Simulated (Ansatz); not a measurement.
# HN2O: the cost of one run

Method: def2-QZVPP, all electrons in the functionals; program: Ansatz 0.2.0, Gaussian basis.

The runs, in order: PBE, BLYP, r2SCAN, B97M-V, PBE0, B3LYP, wB97M-V, at charge 0, doublet; charge 0, quartet; charge 1, singlet; charge 1, triplet.

2 further runs of the same task are left out: 2 set aside as unsound or not needed.

**1. What is computed**

The geometry is a PBE0/def2-TZVP stationary point (not a proven minimum).

4 atoms, charge 0, spin multiplicity 2.

Atoms are counted from 1 here; the program's logs count them from 0.

Bond lengths: N1–N2 1.239 Å, N2–O3 1.232 Å, N2–H4 1.043 Å. Angles: N1–N2–O3 129.8°, N1–N2–H4 112.7°, O3–N2–H4 117.4°.

No dispersion term is added; B97M-V, wB97M-V hold VV10 nonlocal correlation. B3LYP takes the VWN-RPA correlation.

The geometry shown and the zero of energy belong to the point charge 0, doublet. The yardstick, UCCSD(T), and other wave-function levels (R restricted, U unrestricted, valence and pair active spaces) come from earlier runs.

**2. PBE, charge 0, doublet**

in.yaml

```yaml
crystal:
  periodic: [false, false, false]
  atoms:
    - {symbol: N, position_ang: [0.000000, -0.220312, 1.164837]}
    - {symbol: N, position_ang: [0.000000, 0.324850, 0.052333]}
    - {symbol: O, position_ang: [0.000000, -0.177561, -1.072728]}
    - {symbol: H, position_ang: [0.000000, 1.365798, 0.113576]}
basis:
  gaussian: {orbitals: "def2-QZVPP.json"}
magnetization: {spin_polarized: true, initial_magnetization: 1}
hamiltonian: {xc: {name: PBE}}
output: {orbitals: {seedname: orbitals}}
```

On the command line:

```sh
$ ansatz run in.yaml --threads 1 --pin off --events-out ev --progress --plain --max-ram 2393MiB
```

**Question.** How long does this run take on 1 thread of Arm Neoverse V1, shared host, and how much memory does it need?

About 13 s, with a peak of 0.3 GiB.
